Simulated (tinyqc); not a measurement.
Geometry optimisation on the UHF/sto-3g surface (energies and gradients from PySCF), for NH, spin multiplicity 3, step by step. Computed by tinyqc, a small Python program that keeps every step (integrals from PySCF). Settings: charge = 0, multiplicity = 3, basis = sto-3g, optimiser = bfgs, first Hessian = 0.6, largest step = 0.3, iteration cap = 30. Command: `OMP_NUM_THREADS=1 python tinyqc.py 26067 26068 out.jsonl` (the two numbers bound the seeds that draw the settings). One thread of a shared host (Intel(R) Xeon(R) Processor @ 2.60GHz), about 0.4 s of CPU time with the checks.

## Step 1: energy and gradient

positions at the start (bohr), order 1N, 2H:
$$\begin{pmatrix}
0.000000 & 0.000000 & 0.000000 \\
0.000000 & 0.000000 & 2.146729
\end{pmatrix}$$

Self-consistent energy and analytic gradient at these positions.

energy = -54.26157062 hartree

gradient (hartree/bohr), order 1N, 2H:
$$\begin{pmatrix}
0.00000000 & 0.00000000 & -0.04121512 \\
0.00000000 & 0.00000000 & 0.04121512
\end{pmatrix}$$

## Step 1: move

Quasi-Newton step p = -H^(-1) g (first H = 0.6 times the unit matrix); steps longer than 0.3 bohr are cut back.

positions after step 1 (bohr), order 1N, 2H:
$$\begin{pmatrix}
0.000000 & 0.000000 & 0.068692 \\
0.000000 & 0.000000 & 2.078037
\end{pmatrix}$$

## Step 2: energy and gradient

As before.

energy = -54.26348610 hartree

gradient (hartree/bohr), order 1N, 2H:
$$\begin{pmatrix}
0.00000000 & 0.00000000 & 0.01723447 \\
0.00000000 & 0.00000000 & -0.01723447
\end{pmatrix}$$

## Step 2: move

inverse Hessian in use (bohr^2/hartree):
$$\begin{pmatrix}
1.666667 & 0.000000 & 0.000000 & 0.000000 & 0.000000 & 0.000000 \\
0.000000 & 1.666667 & 0.000000 & 0.000000 & 0.000000 & 0.000000 \\
0.000000 & 0.000000 & 1.420950 & 0.000000 & 0.000000 & 0.245717 \\
0.000000 & 0.000000 & 0.000000 & 1.666667 & 0.000000 & 0.000000 \\
0.000000 & 0.000000 & 0.000000 & 0.000000 & 1.666667 & 0.000000 \\
0.000000 & 0.000000 & 0.245717 & 0.000000 & 0.000000 & 1.420950
\end{pmatrix}$$

Quasi-Newton step p = -H^(-1) g (the inverse Hessian comes from BFGS updates; coordinates in the order x, y, z of each atom); steps longer than 0.3 bohr are cut back.

positions after step 2 (bohr), order 1N, 2H:
$$\begin{pmatrix}
0.000000 & 0.000000 & 0.048437 \\
0.000000 & 0.000000 & 2.098292
\end{pmatrix}$$

## Convergence

Stop when the largest gradient component is below 3e-5 hartree/bohr. The inverse Hessian follows the BFGS update with s = step, y = change of gradient.

Course of the optimisation:
```
step   E (hartree)  largest gradient (hartree/bohr)
1     -54.26157062                         4.12e-02
2     -54.26348610                         1.72e-02
3     -54.26377741                         2.48e-03
4     -54.26378405                         1.22e-04
5     -54.26378406                         9.28e-07
```

Final distances (angstrom):
```
pair   distance
2H-1N  1.081902
```

Converged in 5 steps.
